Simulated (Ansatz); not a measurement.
# AsH2⁻, triplet in aug-cc-pVDZ: errors against RCCSDTQ

Geometry: a PBE0/def2-TZVPD stationary point for this spin, not checked as a minimum. The singlet lies 1.6 eV lower here.

```yaml
atoms:
  - { symbol: As, position_ang: [0.0000, 0.0191, 0.0272] }
  - { symbol: H, position_ang: [0.0000, -1.5033, -0.1111] }
  - { symbol: H, position_ang: [0.0000, 0.0833, -1.9075] }
```

Basis aug-cc-pVDZ; Ansatz 0.2.0. Correlated methods freeze the noble-gas cores and the filled d shells of p-block atoms, which leaves 8 electrons in 40 orbitals. R marks a restricted (for open shells ROHF) determinant. Active spaces: valence = (8e, 6o) chosen from the atoms' valence shells. No spin–orbit coupling is included, and no scalar relativity. This anion state lies near or above the neutral species, so the extra electron is weakly bound or unbound and the energies hang on the diffuse functions.

Full CI isn't at hand for all of this; RCCSDTQ serves as the reference, and is uncertain by about the last step of the cluster series.

For open shells CISD is restricted-active-space CI with the open shells as a complete middle space.

* UHF ⟨S²⟩: 2.022
* T1 diagnostic (RCCSD): 0.0243
* largest doubles amplitude (RCCSD): 0.050

From what is known of these methods and the diagnostics, rank them by the size of their error in total energy against RCCSDTQ in aug-cc-pVDZ, smallest first (an estimate: the text doesn't fix the numbers).
A. NEVPT4(SD) (valence space)
B. MRCISD+Q (valence space)
C. MRCISD (valence space)
D. RHF
E. RCCSDT(Q)

E (1 meV), B (21 meV), A (180 meV), C (349 meV), D (4307 meV).

All errors are against RCCSDTQ in aug-cc-pVDZ. The usual hierarchy is broken: NEVPT4(SD) (valence space) lies nearer than MRCISD (valence space).

Natural occupations of CASSCF (valence space) about the gap: 2.000 1.997 1.970 1.000 1.000 0.033; effectively unpaired electrons, Σ n²(2−n)², 2.01.
